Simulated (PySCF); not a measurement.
## Phosphorus: a sound run and one with changed settings

Sound run: P [Ne] 3s2 3p3, P⁺ [Ne] 3s2 3p2. Calculation: PySCF 2.14, in def2-TZVP; the non-relativistic Hamiltonian (point nucleus). In the sound run the correlated levels freeze [Ne]. The sound run starts from symmetry-adapted Hartree-Fock orbitals and uses a fine grid where one is needed.

Changed run: all electrons correlated in a basis built for the valence shell.

```json
{"species": "P", "method": "MP2", "sound run (hartree)": "-340.79125", "changed run (hartree)": "-340.89249", "converged": "yes"}
{"species": "P", "method": "CCSD(T)", "sound run (hartree)": "-340.81339", "changed run (hartree)": "-340.91462", "converged": "yes"}
{"species": "P⁺", "method": "MP2", "sound run (hartree)": "-340.40630", "changed run (hartree)": "-340.50745", "converged": "yes"}
{"species": "P⁺", "method": "CCSD(T)", "sound run (hartree)": "-340.42924", "changed run (hartree)": "-340.53066", "converged": "yes"}
```

Ionisation energy of P:

```
 method  sound run (eV)  changed run (eV)
    UHF           9.910             9.910
    MP2          10.475            10.478
SCS-MP2          10.304            10.306
   CCSD          10.412            10.409
CCSD(T)          10.453            10.448
```

A valence basis has no tight correlating functions, so it recovers only part of the core correlation, and not evenly between atom and ion.

For comparison, NIST gives 10.487 eV between the lowest levels.
